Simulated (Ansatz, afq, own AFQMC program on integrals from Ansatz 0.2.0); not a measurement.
Two steps: Ansatz 0.2.0 writes the Fock matrix and Cholesky factors of the valence space, and afq projects on them the lowest state that overlaps trial and start.

```yaml
crystal:
  periodic: [false, false, false]
  atoms:
    - {symbol: Ge, position_ang: [-0.014803, 0.038371, 0.434027]}
    - {symbol: C, position_ang: [0.071603, -0.095189, -2.220211]}
    - {symbol: H, position_ang: [0.346787, -1.466367, 0.776033]}
    - {symbol: H, position_ang: [-0.379757, -0.936384, -2.746116]}
    - {symbol: H, position_ang: [0.246580, 0.771730, -2.853037]}
basis:
  gaussian: {orbitals: cc-pVDZ}
magnetization: {spin_polarized: false, initial_magnetization: 1}
correlation: {method: ccsd_t, electrons: outside_noble_gas, hamiltonian_folder: ham}
```

```sh
$ ansatz run in.yaml --threads 1 --pin off --events-out ev --progress --plain --max-ram 1382MiB
```

Options of the walk:

```
--method phaseless --trial hf --walkers 120 --populations 1 --least-time 40 --time-step 0.005 --steps-per-block 20 --equilibration-blocks 160 --max-blocks 600 --target-error 0.002400 --factor-cut 1e-05 --start spin_pure --seed 2866 --taylor-order 6
```

Times are imaginary, in 1/Eh. The walk had a cap of 1706 s. Filled inner d shells are frozen with the cores.

Output of the walk:

```
orbitals 41  electrons 6 5  factors 318 of 590
reference energy -2114.79315826 Eh
CCSD correlation -0.24470528 Eh in 18 cycles, weight of the determinant in the CISD state 0.8344
energy of the start -2114.793160 Eh
 block  time / (1/Eh)  mean weight  energy / Eh
     1     0.100  0.9997  -2114.836751
     2     0.200  1.0030  -2114.879344
     3     0.300  0.9990  -2114.890921
     4     0.400  1.0011  -2114.922492
     5     0.500  1.0006  -2114.953220
    10     1.000  1.0015  -2115.015567
    86     8.600  0.9982  -2115.074408
   171    17.100  1.0011  -2115.039601
   256    25.600  1.0031  -2115.026989
   290    29.000  1.0017  -2115.117864
   341    34.100  0.9981  -2115.042622
   409    40.900  1.0018  -2115.004459
   426    42.600  1.0005  -2115.046928
   511    51.100  0.9994  -2115.043594
   596    59.600  1.0006  -2115.067421
   681    68.100  0.9984  -2115.045817
   698    69.800  0.9984  -2115.051948
blocks merged  error / Eh  count
     1  0.000941  550
     2  0.001238  275
     4  0.001597  137
     8  0.002036  68
    16  0.002385  34
    32  0.002339  17
    64  0.002796  8
energy -2115.048961 +/- 0.002385 Eh
(rows thinned)
```

The run passed its tests (sampling time, drift between the halves within three errors, error under three times the target), which doesn't prove that it has relaxed.

Against this walk (error 64.9 meV) on the same determinant: CCSD(T) 81.8 meV higher (within the noise), a separate phaseless walk with a CISD trial and standard settings 43.4 ± 67.5 meV higher (within the noise). The error is statistical and leaves out the bias of the constraint. None of these is a sure reference here.

Cautions: constraint bias not in the error; no relativity below Rb; no spin-orbit coupling; inner d shell frozen; higher spins were not checked; a spin-contaminated unrestricted determinant lies lower (UHF 402 meV lower, ⟨S²⟩ 1.29).

The walk took 10 min on 1 thread of Intel(R) Xeon(R) Platinum 8259CL CPU @ 2.50GHz (Skylake/Cascade Lake), on a shared host. The log's last line is the phaseless energy.
